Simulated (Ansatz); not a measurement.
C4H4F2 can be A, `F/C=C\C=C/F`, or B, `CC#CC(F)F`.

Computed with Ansatz on PBE0-D4/def2-TZVP structures; ΔE is electronic, products minus reactants. CCSD(T)/CBS is the MP2 limit (def2-TZVPP, def2-QZVPP) plus CCSD(T) − MP2 in def2-TZVPP, frozen cores. DFT in def2-TZVPP. B3LYP here is the variant with VWN-RPA as its local correlation; programs differ in this. One conformer a species, not always the lowest.

A:

Z-matrix (Å, degrees):
```
C
C 1 1.327
F 1 1.337 2 122.2
H 1 1.083 2 125.3 3 180.0
C 2 1.443 1 124.4 3 0.0
H 2 1.083 1 116.7 3 -180.0
C 5 1.327 2 124.4 1 180.0
H 5 1.083 2 118.9 1 -0.0
F 7 1.337 5 122.2 2 0.0
H 7 1.083 5 125.4 2 -180.0
```

B:

```xyz
10

C     0.857    0.369   -1.851
C     0.248    0.117   -0.563
C    -0.244   -0.100    0.511
C    -0.885   -0.335    1.794
F    -0.978   -1.665    2.052
F    -0.165    0.220    2.803
H     0.125    0.769   -2.557
H     1.268   -0.552   -2.269
H     1.670    1.093   -1.755
H    -1.896    0.084    1.836
```

Task: Which isomer does CCSD(T)/CBS put lower? Give the gap. (Estimate.)

Result: The calculation gave: A, by 37.2 kJ/mol.

Task: Give E(B) − E(A) in kJ/mol with CCSD(T)/def2-TZVPP, r2SCAN-D4, ωB97M-V, MP2/def2-TZVPP, B3LYP-D4, PBE0-D4, PBE-D4. (Estimate.)

Result: Ansatz gave: CCSD(T)/def2-TZVPP 35.9, r2SCAN-D4 50.5, ωB97M-V 38.4, MP2/def2-TZVPP 22.3, B3LYP-D4 49.0, PBE0-D4 47.9, PBE-D4 54.3. None reverses the order clearly.

Largest T1 diagnostic: 0.013.

From PBE to PBE0 (25 % exact exchange), in def2-TZVPP and without D4, E(B) − E(A) moves by −6.1 kJ/mol. The D4 term adds +3.1 kJ/mol with B3LYP and +1.6 kJ/mol with PBE0; it sums over pairs of atoms, weighted by their polarisabilities, and B3LYP, whose exchange is more repulsive, gets the larger term.
